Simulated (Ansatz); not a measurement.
## CH2N, SMILES C=[N]: a relaxed scan of one distance, step by step

With the Ansatz DFT code, driven from Python.

Run as a notebook:

**Cell 1**
```python
from dataclasses import dataclass

import ansatz
import numpy as np
```

**Cell 2**
```python
@dataclass
class Options:
    basis_set: str = "def2-SVP"
    xc: str = "PBE0"
    vdw: str = "d4"
```

**Cell 3**
```python
opts = Options()
```

**Cell 4**
```python
geometry = (
    ansatz.Crystal.molecule()
    .atom("C", (-0.0485, 0.0072, -0.0006))
    .atom("N", (1.2181, -0.1799, 0.0153))
    .atom("H", (-0.722, -0.8427, -0.0094))
    .atom("H", (-0.4476, 1.0154, -0.0053))
)
```

**Cell 5**
```python
calculation = (
    geometry.calculation()
    .basis(gaussian=opts.basis_set)
    .functional(opts.xc, dispersion=opts.vdw)
    .spin("collinear", total=1)
    .accuracy("medium")
)
symbols = [site.symbol for site in geometry.cartesian_sites]
pairs = [(0, 1), (0, 2), (0, 3)]
print("held (A)   E (eV)        ", "  ".join(f"{symbols[i]}{i}-{symbols[j]}{j}" for i, j in pairs))
for length in [1.18, 1.28, 1.38, 1.54, 1.73]:
    data = calculation.relax(constraints=[ansatz.DistanceConstraint((0, 1), at=length)], force_tolerance=0.02, max_steps=60).run(threads=1, pin="off").report
    xyz = np.array(data["positions_ang"])
    print(f"{length:6.2f} {data['free_energy_ev']:14.5f}  ", "  ".join(f"{np.linalg.norm(xyz[i] - xyz[j]):.3f}" for i, j in pairs))
```
Output:
```text
held (A)   E (eV)         C0-N1  C0-H2  C0-H3
DeckWarning: relax.constraints: the input's atoms, or those drawn, lie off the distances that are held; a relaxation that starts there is brought onto them ahead of its first SCF, by positions alone, an atom by 5.02e-2 Å at the most. With the symmetry [...]
  1.18    -2552.14725   1.180  1.115  1.115
  1.28    -2552.26511   1.280  1.106  1.106
  1.38    -2551.77556   1.380  1.100  1.100
  1.54    -2550.50386   1.540  1.095  1.095
  1.73    -2549.02300   1.730  1.092  1.092
```

Notes:
- These settings explore the input space; basis and method may be short of convergence.
- Warnings are shown shortened and without file and line.
- The energies are electronic: no zero-point or thermal terms, and the basis set is short of its limit.
- The run takes the species as open-shell (spin multiplicity 2), which needn't be its ground state.
- The expectation value of S² is noticeably off S(S+1) in at least one run, so that state is spin-contaminated.
- Run time: 25 s on 1 thread of Arm Neoverse V2, with other jobs on the host, peak memory 0.18 GiB.
